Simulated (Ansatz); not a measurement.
# C5H12S: the cost of one run

Program: Ansatz 0.2.0, Gaussian basis. Level of theory: the settings change from run to run. These are calculated values, not measurements.

## 1. The relaxed structure

The structure was relaxed beforehand with PBE0-D4 in a triple-zeta def2 set.

SMILES `CCC(C)(C)S`, 18 atoms, charge 0, spin multiplicity 1.

Atoms are counted from 1 here; the program's logs count them from 0.

Bond lengths: C1–C2 1.517 Å, C1–H7 1.092 Å, C1–H8 1.092 Å, C1–H9 1.092 Å, C2–C3 1.532 Å, C2–H10 1.098 Å, C2–H11 1.094 Å, C3–C4 1.524 Å, C3–C5 1.521 Å, C3–S6 1.837 Å, C4–H12 1.092 Å, C4–H13 1.094 Å, C4–H14 1.093 Å, C5–H15 1.091 Å, C5–H16 1.091 Å, C5–H17 1.095 Å, S6–H18 1.342 Å. Angles: C2–C1–H7 111.2°, C2–C1–H8 110.3°, C2–C1–H9 112.2°, H7–C1–H8 107.3°, H7–C1–H9 108.3°, H8–C1–H9 107.3°, C1–C2–C3 116.5°, C1–C2–H10 109.2°, C1–C2–H11 109.3°, C3–C2–H10 106.9°, C3–C2–H11 108.0°, H10–C2–H11 106.5°, C2–C3–C4 108.9°, C2–C3–C5 111.9°, C2–C3–S6 111.3°, C4–C3–C5 109.8°, C4–C3–S6 104.6°, C5–C3–S6 110.0° and more.

## 2. revPBE/6-31G

Options: unrestricted orbitals, atoms shaken by 0.03 Å, D3(BJ) with three-body dispersion, high accuracy.

in.yaml reads:

```yaml
crystal:
  periodic: [false, false, false]
  atoms:
    - {symbol: C, position_ang: [-0.414791, 0.719641, -1.878850]}
    - {symbol: C, position_ang: [0.482193, -0.068353, -1.002472]}
    - {symbol: C, position_ang: [-0.053787, -0.365745, 0.457018]}
    - {symbol: C, position_ang: [0.996223, -1.189059, 1.163819]}
    - {symbol: C, position_ang: [-0.237634, 0.914314, 1.255892]}
    - {symbol: S, position_ang: [-1.595404, -1.424962, 0.413698]}
    - {symbol: H, position_ang: [-1.369199, 0.138141, -2.034417]}
    - {symbol: H, position_ang: [-0.028741, 0.835203, -2.823370]}
    - {symbol: H, position_ang: [-0.630784, 1.738337, -1.470434]}
    - {symbol: H, position_ang: [1.425295, 0.492621, -0.867157]}
    - {symbol: H, position_ang: [0.686997, -1.031366, -1.442854]}
    - {symbol: H, position_ang: [0.723233, -1.429279, 2.174449]}
    - {symbol: H, position_ang: [2.012926, -0.650898, 1.187959]}
    - {symbol: H, position_ang: [1.142685, -2.177949, 0.685661]}
    - {symbol: H, position_ang: [-1.034304, 1.539184, 0.742641]}
    - {symbol: H, position_ang: [-0.582692, 0.701361, 2.259941]}
    - {symbol: H, position_ang: [0.617631, 1.495409, 1.247781]}
    - {symbol: H, position_ang: [-2.333904, -0.500000, -0.040868]}
basis:
  gaussian: {orbitals: 6-31G}
magnetization: {spin_polarized: true, initial_magnetization: 0}
hamiltonian: {xc: {name: revPBE}, dispersion: d3bjatm}
accuracy: high
```

Started as:

```console
ansatz run in.yaml --threads 2 --pin off --events-out ev --progress --plain --max-ram 31744MiB --backend cpu
```

**Question.** How long does this run take on 2 threads of AMD EPYC 7R13, shared host, and how much memory does it need?

About 7 s, with a peak of 0.4 GiB.
